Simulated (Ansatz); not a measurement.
A cut through the energy surface

MgH2O2 (SMILES [OH][Mg][OH]), singlet, at its PBE0-D4/def2-TZVP minimum:

```json
{"atom": "O1", "x (Å)": "-1.6201", "y (Å)": "-0.0457", "z (Å)": "-0.6877"}
{"atom": "Mg2", "x (Å)": "0.0102", "y (Å)": "-0.0176", "z (Å)": "-0.0087"}
{"atom": "O3", "x (Å)": "1.6412", "y (Å)": "0.0031", "z (Å)": "0.6691"}
{"atom": "H4", "x (Å)": "-2.5651", "y (Å)": "-0.1117", "z (Å)": "-0.6623"}
{"atom": "H5", "x (Å)": "2.5838", "y (Å)": "0.0982", "z (Å)": "0.6482"}
```

The angle Mg2–O1–H4 (155.7° at the minimum) is set to the values below, Mg2, with anything bonded beyond it, turning rigidly in the plane of the angle. Each method's energies count from its own value at the PBE0-D4 minimum structure. Program: Ansatz 0.2.0. Basis: def2-TZVPP. Cores are frozen in the correlated methods. The outer core shell of Li, Na, Mg and K is correlated. The def2 sets are not built for correlating such inner shells, so the correlated values are less sure here. B3LYP uses VWN-RPA correlation.

```tsv
angle (°)	CCSD(T) (eV)	r2SCAN-D4 (eV)	MP2 (eV)	HF (eV)	PBE0-D4 (eV)
137.7	0.016	0.019	0.019	0.029	0.011
142.2	0.009	0.011	0.011	0.018	0.005
146.7	0.004	0.005	0.006	0.010	0.002
151.2	0.001	0.002	0.002	0.004	0.000
155.7	0.000	0.000	0.000	0.000	0.000
160.2	0.000	-0.001	-0.001	-0.003	0.001
164.7	0.000	-0.001	-0.001	-0.004	0.002
169.2	0.000	0.000	-0.001	-0.005	0.003
173.7	0.001	0.000	-0.001	-0.006	0.005
```

Minimum and curvature along this coordinate at CCSD(T): A fifth-order fit through the nearest points gives 161.0°, with a curvature of about 0.029 meV/deg².

Largest difference from the CCSD(T) curve over the scan: PBE-D4 0.010; B3LYP-D4 0.002; wB97M-V 0.001 eV. Each curve counts from its own value at the minimum.

No T1 diagnostic of these runs exceeds 0.012.

For scale, one of the runs: CCSD(T)/def2-TZVPP, 122 basis functions (an equivalent command: `ansatz run in.yaml --threads 2`). Hardware: 2 CPU threads, shared host. Wall time 8.5 s; peak host memory 0.66 GiB.
